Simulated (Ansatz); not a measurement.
Input file:

```yaml
crystal:
  periodic: [false, false, false]
  atoms:
    - {symbol: Ge, position_ang: [0.000000, -0.051545, 1.252285]}
    - {symbol: As, position_ang: [0.000000, 0.049023, -1.213340]}
    - {symbol: H, position_ang: [0.000000, 1.545262, 1.304675]}
    - {symbol: H, position_ang: [0.000000, -1.474451, -1.364821]}
basis:
  gaussian: {orbitals: cc-pVDZ, point_charges: [{charge: 1.00, position_ang: [4.934, -0.324, 0.607]}]}
total_charge: 1
magnetization: {spin_polarized: true, initial_magnetization: 2}
hamiltonian: {xc: hf}
output: {forces: true, orbitals: {seedname: orbitals}}
```

```sh
$ ansatz run in.yaml --threads 1 --pin off --events-out ev --progress --plain --max-ram 2393MiB
```

The program prints:

```
745 factors; integrals over basis functions are off by at most 1.3e-3 eV
mean field evaluation 1: about -117286.9586 eV, gradient 8.2e0 eV
mean field evaluation 2: about -117286.9616 eV, gradient 8.2e0 eV
mean field evaluation 4: about -117287.8551 eV, gradient 1.7e0 eV
mean field evaluation 8: about -117287.9820 eV, gradient 1.5e-1 eV
mean field evaluation 16: about -117287.7181 eV, gradient 1.4e0 eV
mean field evaluation 32: about -117287.4114 eV, gradient 2.6e0 eV
mean field -117287.98441942 eV, -4310.2539267626 hartree, gradient 2.7e-5 eV, S^2 2.063118; 0 other end points of the search recorded, 0 dependent functions left out
the calculation of the forces begins
reference -117287.98441942 eV, -4310.2539267626 hartree; 34, 32 occupied and 30, 32 virtual orbitals, 745 factors
Total energy: -117287.98441942 eV, -4310.2539267626 hartree
Atom 0 at     0.000000    -0.051545     1.252285 Å, force    -0.338781     1.368584     0.400700 eV/Å
Atom 1 at     0.000000     0.049023    -1.213340 Å, force    -0.122775    -1.168966    -0.577354 eV/Å
Atom 2 at     0.000000     1.545262     1.304675 Å, force    -0.027305    -0.618733     0.659031 eV/Å
Atom 3 at     0.000000    -1.474451    -1.364821 Å, force    -0.029480     0.450575    -0.491287 eV/Å
Dipole moment:    -0.162056    -0.089047     0.231929 e Å
```

Forces (eV/Å):
```
Ge  -0.339  1.369  0.401
As  -0.123 -1.169 -0.577
H   -0.027 -0.619  0.659
H   -0.029  0.451 -0.491
```

Ran on 1 thread of Arm Neoverse V1, shared host: 4.3 s wall, 0.29 GiB peak host memory.
